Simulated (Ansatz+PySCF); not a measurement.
# singlet P₂: levels of theory in one basis

```csv
atom,x (Å),y (Å),z (Å)
P,0.0000,0.0000,-1.4183
P,0.0000,0.0000,1.4183
```

Basis set: 6-31G (spherical functions). Frozen core: 10 orbitals. Charge 0, multiplicity 1.

Computed with Ansatz (development build ahead of 0.2.0); each method stands on the lowest determinant of its kind that the runs found. NEVPT2 correlates all electrons. Active spaces start from the frontier orbitals, and the lowest solution found is given.

```
         method  E − E(RHF) (eV)  <S²> of the determinant
            RHF             0.00                     0.00
            UHF            -4.62                     2.62
        RHF-MP2            -2.52                        –
        UHF-MP2            -5.48                     2.62
    RHF-CCSD(T)            -3.43                        –
    UHF-CCSD(T)            -6.15                     2.62
   UHF-CCSDT(Q)            -6.22                     2.62
   CASSCF(10,8)            -5.27                        –
SC-NEVPT2(10,8)            -6.17                        –
```

(1) What does full CI (lowest root of this spin) give on the same scale?

(2) Is a single determinant a sound starting point here?

## Answers

(1) -6.31 eV.

At such a shape the full CI root can have another spatial symmetry than the determinants, so the rows needn't describe one state.

(2) It is doubtful. Unrestricted orbitals lower Hartree–Fock by 4.62 eV and <S²> is 2.62 where a pure state has 0.00, a sign of strong static correlation. The CASSCF(10,8) natural occupations are 2.00, 1.99, 1.75, 1.39, 1.39, 0.62, 0.62, 0.26.

Caution for RHF, RHF-MP2, RHF-CCSD(T): an unrestricted determinant lies well below. Caution for RHF, UHF, RHF-MP2, UHF-MP2, RHF-CCSD(T), UHF-CCSD(T), UHF-CCSDT(Q): the determinant breaks the point group. Caution for UHF, UHF-MP2, UHF-CCSD(T), UHF-CCSDT(Q): the unrestricted determinant is a mixture of spin states. Caution for RHF-MP2, RHF-CCSD(T): large amplitudes, a single reference is doubtful. Caution for RHF-MP2, UHF-MP2, UHF-CCSDT(Q): another reference gives a lower total. Caution for UHF-MP2, UHF-CCSD(T), UHF-CCSDT(Q): bonds are stretched, where a single reference can fail. Caution for UHF-CCSD(T): the program doubts this total.
